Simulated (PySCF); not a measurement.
Dissociation curve of H₃N, SMILES N, singlet. The N1–H4 bond (N1 also carries H, H; H4 carries nothing else) is pulled apart rigidly from the PBE0/def2-TZVP optimised geometry.

Levels: UKS-B3LYP/6-31G* = unrestricted B3LYP/6-31G*, spherical d in PySCF 2.14.0; RCCSD(T) = PySCF with CCSD(T) on RHF/cc-pVTZ, 1 core orbital frozen; RHF/cc-pVTZ (PySCF); UCCSD(T) = CCSD(T) on UHF/cc-pVTZ, 1 core orbital frozen (PySCF).

Energies relative to the lowest point of each curve near equilibrium, in mEh:

```
R / Å  UKS-B3LYP/6-31G*  RCCSD(T)    RHF
-----  ----------------  --------  -----
0.82               49.8      47.0   43.4
0.91               11.8      10.7    8.7
1.07                1.9       2.4    3.8
1.11                5.6       6.4    8.7
1.25               27.2      28.9   35.0
1.50               76.8      78.8   93.9
1.67              109.1     109.2  132.5
1.84              136.1     133.4  167.2
2.02              153.4     151.7  199.2
2.75              173.4     168.5  288.1
3.05              175.0     164.4  311.1
3.54              176.0     157.6  338.5
```

Q: Estimate the UCCSD(T) values at these points.

A: 0.82: 47.0; 0.91: 10.7; 1.07: 2.4; 1.11: 6.4; 1.25: 28.9; 1.50: 79.1; 1.67: 110.9; 1.84: 136.9; 2.02: 157.8; 2.75: 179.0; 3.05: 179.7; 3.54: 180.1 (mEh).

The unrestricted determinant behind UKS-B3LYP/6-31G* is spin-contaminated at 1.84 to 3.54 Å (<S²> up to 1.0, against 0.00 for a pure singlet). The T1 diagnostic of CCSD on the restricted reference of RCCSD(T) exceeds 0.045 at 2.50 to 3.54 Å. The restricted form behind RHF keeps the bonding electrons paired and can't separate into open-shell fragments. The unrestricted determinant behind UCCSD(T) is spin-contaminated at 1.50 to 3.54 Å (<S²> up to 1.0, against 0.00 for a pure singlet).
